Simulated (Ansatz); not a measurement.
**SiH₂S₂: a relaxation**

Aim: see where a relaxation from this start ends.

Program: Ansatz 0.2.0, Gaussian basis. Level of theory: PBE-D4/def2-TZVP. These are calculated values, not measurements.

## (1) Where the work starts

The start, displaced at random: SMILES `S=[SiH]S`, 5 atoms, charge 0, spin multiplicity 1.

Atoms are counted from 1 here; the program's logs count them from 0.

Bond lengths: S1–Si2 2.074 Å, Si2–S3 2.114 Å, Si2–H4 1.520 Å, S3–H5 1.399 Å. Angles: S1–Si2–S3 122.8°, S1–Si2–H4 135.4°, S3–Si2–H4 99.9°, Si2–S3–H5 98.2°.

Geometry (Å):

```
S    -1.89761    0.64208    0.92422
Si   -0.55470   -0.32779   -0.32294
S     1.54008   -0.11274   -0.13796
H    -0.61355   -1.53305   -1.24712
H     1.55274    0.95954    0.76074
```

## (2) The relaxation

The input, run/in.yaml:

```yaml
crystal:
  periodic: [false, false, false]
  atoms:
    - {symbol: S, position_ang: [-1.897606, 0.642077, 0.924221]}
    - {symbol: Si, position_ang: [-0.554695, -0.327789, -0.322936]}
    - {symbol: S, position_ang: [1.540081, -0.112739, -0.137959]}
    - {symbol: H, position_ang: [-0.613551, -1.533054, -1.247117]}
    - {symbol: H, position_ang: [1.552744, 0.959544, 0.760740]}
basis:
  gaussian: {orbitals: def2-TZVP}
hamiltonian: {xc: pbe, dispersion: d4}
relax: {f_tol: 0.002, max_steps: 80, max_displacement: 0.2}
```

Command:

```console
$ ansatz run in.yaml --threads 2 --pin off --events-out ev --progress --plain --max-ram 3481MiB
```

Before running it: what results should come out? Wanted: energy change; last largest force; RMSD from the start.

**Answer**, as computed:

```
           quantity        value
              steps            7
      energy change    -0.282 eV
 last largest force  0.0018 eV/Å
RMSD from the start      0.108 Å
```

It converged in 7 steps at a force tolerance of 0.002 eV/Å.
